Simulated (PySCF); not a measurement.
Cartesian coordinates in Å; atom numbers follow the order of the lines, from 1:
```xyz
4

F    -0.711   -0.194    0.105
B     0.201    0.746    0.104
Cl    1.882    0.281    0.112
H    -0.126    1.902    0.097
```

Calculated, not measured (PySCF 2.14.0 with density-fitted response routines): σ from GIAO-PBE0/pcSseg-1, PBE0-D3(BJ)/def2-SVP geometry. No solvent, non-relativistic, one computed conformer.

δ = σ(ref) − σ, references computed at the same level: $^{1}$H against TMS; CFCl3 for $^{19}$F; $^{11}$B vs BF3·OEt2; $^{35}$Cl against HCl.

```tsv
atoms	nucleus	count	Hirshfeld charge	δ (ppm)
H4	$^{1}$H	1	-0.04	?
F1	$^{19}$F	1	-0.12	2.8
B2	$^{11}$B	1	0.23	41.3
Cl3	$^{35}$Cl	1	-0.07	?
```

Question: Fill in the missing shifts.

Answer: 
- H4: 5.39 ppm, hydrogen on a boron bonded to Cl, F
- Cl3: 218 ppm, chlorine bonded to B

Hydrogens on boron are broadened and split by $^{11}$B (spin 3/2, 80 %) and 10B (spin 3). Unscaled 19F shifts against computed CFCl3 carry errors that often reach 10 to 50 ppm.
